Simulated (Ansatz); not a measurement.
Basis-set extrapolation for C4H6O, SMILES `C=COC=C` (PBE0-D4/def2-TZVP geometry, frozen core, Ansatz 0.2.0). Multiplicity 1, RHF reference.

```tsv
	def2-TZVPP	def2-QZVPP
HF	-229.858806	-229.869341
MP2 correlation	-0.878408	-0.938616
CCSD(T) correlation	-0.953736	not run
```

Energies in hartree. Use E(X) = E(∞) + A·exp(−7.88·√X) for Hartree–Fock and E(X) = E(∞) + B·X^(−2.97) for correlation, with X = 3 and 4, and add CCSD(T) minus MP2 of the smaller set to the MP2 limit.

**Question.** What is the CCSD(T) energy at the basis-set limit?

**Answer.** HF limit: -229.869341 + (-0.010535) × 0.13774 = -229.87079. MP2 limit: -0.938616 + (-0.060208) × 0.74074 = -0.98321. Higher-order term: -0.953736 − (-0.878408) = -0.07533. Total: -230.92933 hartree, 73.3 kcal/mol below CCSD(T)/def2-TZVPP.
